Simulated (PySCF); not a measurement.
Molecule: SMILES C[PH](C)=S, C2H7PS.

Molfile (atoms numbered from 1):
```
C2H7PS
     RDKit          3D

 11 10  0  0  0  0  0  0  0  0999 V2000
   -1.3823    0.3598    0.3926 C   0  0  0  0  0  0  0  0  0  0  0  0
    0.3379    0.6666   -0.1219 P   0  0  0  0  0  5  0  0  0  0  0  0
    1.0684   -0.9895   -0.3214 C   0  0  0  0  0  0  0  0  0  0  0  0
    1.3429    1.8869    1.0069 S   0  0  0  0  0  0  0  0  0  0  0  0
   -1.8986   -0.3123   -0.3093 H   0  0  0  0  0  0  0  0  0  0  0  0
   -1.9047    1.3249    0.4453 H   0  0  0  0  0  0  0  0  0  0  0  0
   -1.3670   -0.0837    1.3988 H   0  0  0  0  0  0  0  0  0  0  0  0
    0.1636    1.0720   -1.4794 H   0  0  0  0  0  0  0  0  0  0  0  0
    2.0868   -0.8754   -0.7175 H   0  0  0  0  0  0  0  0  0  0  0  0
    1.1304   -1.4592    0.6709 H   0  0  0  0  0  0  0  0  0  0  0  0
    0.4694   -1.6166   -0.9992 H   0  0  0  0  0  0  0  0  0  0  0  0
  1  2  1  0
  2  3  1  0
  2  4  2  0
  1  5  1  0
  1  6  1  0
  1  7  1  0
  2  8  1  0
  3  9  1  0
  3 10  1  0
  3 11  1  0
M  END
```

Geometry PBE0-D3(BJ)/def2-SVP throughout; GIAO in PySCF 2.14, gas phase, one conformer, non-relativistic; equivalent atoms averaged; basis pcSseg-2.

For orientation, WP04 gives these absolute shieldings σ: C1/C3 149.3, P2 276.8, S4 689.9, H8 24.85, H5/H6/H7/H9/H10/H11 30.20 ppm.

A run gave: C1/C3 160.6, P2 316.0, S4 732.0, H8 24.18, H5/H6/H7/H9/H10/H11 29.93 ppm (absolute shieldings σ).

**Question.** Which functional was used in that run?
A. B97-2
B. CAM-B3LYP
C. BHandHLYP
D. LC-wPBE
E. wB97X-D

**Answer.** A. H8 tells them apart best: B97-2 gives 24.18, BHandHLYP gives 24.68, LC-wPBE gives 24.64, wB97X-D gives 24.42, CAM-B3LYP gives 24.38 ppm.
